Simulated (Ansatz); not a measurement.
Consider the isomerisation: `OC1(F)C=C1` → `OCC#CF`.

Program: Ansatz. Geometries: PBE0-D4/def2-TZVP. ΔE: electronic, gas phase. CCSD(T)/CBS is the MP2 limit (def2-TZVPP, def2-QZVPP) plus CCSD(T) − MP2 in def2-TZVPP, frozen cores. DFT in def2-TZVPP. Each species was taken in one conformer, which may not be the lowest.

```csv
level,ΔE (kcal/mol),difference from CCSD(T)/CBS
CAM-B3LYP-D4,11.5,0.2
B2PLYP,9.3,-2.0
revPBE,11.6,0.3
BLYP,7.6,-3.7
r2SCAN,14.4,3.1
BHLYP,10.6,-0.7
CCSD/def2-SVP,10.8,-0.5
CCSD(T)/def2-SVP,11.0,-0.3
HF/def2-TZVPP,8.4,-2.9
CCSD(T)/def2-TZVPP,10.2,-1.1
CCSD(T)/CBS,11.3,0
```

**Question.** What do rigid-rotor, harmonic-oscillator terms from PBE0-D4/def2-TZVP frequencies (298.15 K, 1 bar) make of the CCSD(T)/CBS value? (Estimate.)

**Answer.** The calculation gave: ΔZPE = +0.9 kcal/mol, ΔH = +12.7 kcal/mol, ΔS = 17 J/(mol·K), ΔG = +11.5 kcal/mol.

Largest T1 diagnostic among the species: 0.012.

From r2SCAN to r2SCAN0 (25 % exact exchange), in def2-TZVPP and without D4, ΔE moves by +0.7 kcal/mol. In def2-TZVPP, CCSD(T) changes the Hartree–Fock value by +1.8 kcal/mol (the triples alone add +0.2 kcal/mol) and MP2 by +2.2 kcal/mol.
